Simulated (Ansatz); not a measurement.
Al₃H₄⁻. Charge -1, multiplicity 3. Geometry r2SCAN-D4/def2-TZVPD, that of the charge -1 singlet; atoms count from 1.

```xyz
7

Al    0.6530   -1.0255   -0.1167
Al   -0.6000    0.8203    1.3986
Al   -0.6164    1.1046   -1.1799
H     0.0295   -2.5141   -0.2739
H     0.0551    1.9539    0.2147
H     2.2715   -1.1227   -0.1403
H    -1.7927    0.7835    0.0976
```

The highest occupied level of the charge -1 triplet lies above zero (up to 0.08 eV). By energy differences its removal costs 1.42 eV (vertical, to the charge 0 doublet, at PBE0-D4/def2-TZVPD); a positive level beside a positive removal energy at the same level points to self-interaction error. At PBE0-D4/def2-TZVPD a singlet of charge -1 lies 0.52 eV below the triplet at the same geometry. The structure comes from a short search, and lower isomers may exist.

Estimate the Mulliken populations from the PBE0/def2-TZVPD orbitals of Ansatz.


```csv
atom,charge (e),spin (α − β)
Al1,-0.06,0.47
Al2,-0.27,0.76
Al3,-0.27,0.76
H4,-0.16,0.01
H5,-0.05,-0.01
H6,-0.16,0.01
H7,-0.05,-0.01
```
Mulliken values and Mayer orders depend strongly on the basis. With diffuse functions, as here, like atoms can get unlike values, and bond orders can come out too low or too high.

Where does the spin sit?

Summed by element: Al 2.00, H 0.00, of 2 unpaired in all. Largest on single atoms: Al2 0.76, Al3 0.76, Al1 0.47.

And the Mayer bond orders between bonded heavy atoms (over 0.3)?

Al1–Al2 0.72 (2.70 Å); Al1–Al3 0.72 (2.70 Å); Al2–Al3 0.74 (2.59 Å).
